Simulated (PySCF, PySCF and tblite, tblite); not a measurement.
**C₅H₈O: a path driven as ring inversion, and NMR exchange**

An exercise on one series of results from a longer session: the logs are not shown, and one member is left open.

Computed with tblite 0.8.0 (tight binding) and PySCF 2.14.0 (DFT, with response routines of our own); each step states its level. Atoms count from 0 throughout.

## The molecule as given

14 atoms, charge 0, multiplicity 1; geometry from: force field or distance geometry start.

Bonds of the start (Å): C1–C2 1.49, C1–C5 1.51, C2–C3 1.51, C2–H6 1.09, C2–H7 1.10, C3–C4 1.52, C3–H8 1.11, C3–H9 1.09, C4–C5 1.52, C4–H10 1.10, C4–H11 1.09, C5–H12 1.09, C5–H13 1.10, O0–C1 1.22.

Set-up of the first run:

The job: settings as JSON, then the geometry in Å.

```
{"job": {"xc": "GFN2-xTB", "basis": "xTB", "kind": "relax"}, "charge": 0, "multiplicity": 1}
O     -0.254300     2.117600     1.353300
C     -0.140900     1.099100     0.688500
C     -1.263300     0.400900    -0.007000
C     -0.641700    -0.923500    -0.391200
C      0.829200    -0.609000    -0.596800
C      1.169800     0.376100     0.504000
H     -2.133800     0.280900     0.644200
H     -1.534600     0.986700    -0.895200
H     -0.740800    -1.643900     0.448400
H     -1.111600    -1.375700    -1.262600
H      0.961000    -0.132600    -1.584900
H      1.458300    -1.502900    -0.572400
H      1.962000     1.067900     0.218400
H      1.439900    -0.142200     1.431000
```

Run with:

```sh
> OMP_NUM_THREADS=1 python ens_run.py task.json out
```

The driver reads the study from task.json and runs its stages one after another.

Among the steps run: GFN2-xTB relaxation, start minimum; Relaxed scan, ring torsion 1 driven; Nudged elastic band, leg 1; Saddle search, leg 1; DFT refinement, start: PBE0-D3(BJ)/def2-SVP; Shieldings, start: B3LYP/pcSseg-1; Shieldings, saddle of leg 1: B3LYP/pcSseg-1; Barriers, rates and exchange; Shieldings, start: PBE0/6-311+G(2d,p); Single-point energy, saddle of leg 1: PBE0/6-311+G(2d,p); Second level: PBE0/6-311+G(2d,p) + D3(BJ); Shieldings, start: CAM-B3LYP/pcSseg-1; Single-point energy, saddle of leg 1: CAM-B3LYP/pcSseg-1; Second level: CAM-B3LYP/pcSseg-1 + D3(BJ).

One of the session's tables, all rows but one given; the rest of the session is left out.

It belongs to the step «Second level: CAM-B3LYP/pcSseg-1 + D3(BJ)». Barriers by level (kcal/mol; entropies in cal/(mol K)). Zero-point and thermal terms come from xTB in every row. ΔG‡ leaves symmetry out; the rate counts equivalent paths (a factor of 2); effective ΔG‡, where given, is the barrier that would give that rate by Eyring's equation alone:

| level | ΔE‡ | with zero-point | ΔH‡ | ΔG‡ (298 K) | k at 298 K (1/s) |
| --- | --- | --- | --- | --- | --- |
| GFN2-xTB | ? | ? | ? | ? | ? |
| PBE0-D3(BJ)/def2-SVP | 3.00 | 2.89 | 2.59 | 3.09 | 6.8e+10 |
| B3LYP/pcSseg-1 + D3(BJ) | 2.93 | 2.83 | 2.53 | 3.02 | 7.6e+10 |
| CAM-B3LYP/pcSseg-1 + D3(BJ) | 2.93 | 2.82 | 2.52 | 3.01 | 7.7e+10 |

Estimate the missing values for GFN2-xTB.

The run gave: ΔE‡: 2.51; with zero-point: 2.41; ΔH‡: 2.11; ΔG‡ (298 K): 2.60; k at 298 K (1/s): 1.5e+11. In the column «ΔE‡» it is the lowest.
